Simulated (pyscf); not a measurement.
# Routes from `[PH2][GeH3]` + `[SiH4]`

Candidate steps break at most two bonds and form at most two. Each was searched with GFN2-xTB (tblite) first. Single points on ωB97X-D3(BJ)/def2-SVP structures (PySCF, gas phase). Energies: ωB97M-D3(BJ)/def2-TZVP, eV, from the separated reactants, singlet surface; ΔG‡ with ideal gas, 1 atm, RRHO with modes under 100 cm⁻¹ raised to 100, one conformer, R ln 2 for chiral ones without a mode under 150 cm⁻¹.

```tsv
products	type	ΔE‡	ΔE	ΔG‡ 298 K	ΔG‡ 900 K	ν‡ (cm⁻¹)
H₃Si–PH–GeH₃ + H₂	four-centre exchange	2.70	-0.01	3.05	3.87	1615i
H₃Si–GeH₂–PH₂ + H₂	four-centre exchange	2.94	+0.06	3.36	4.23	1335i
```

Plain bond fissions and candidates not yet searched are not listed, and one of them may be faster. Each barrier is that of the saddle found; lower ones may exist. Elements up to Kr have no core potential and no relativistic terms here.
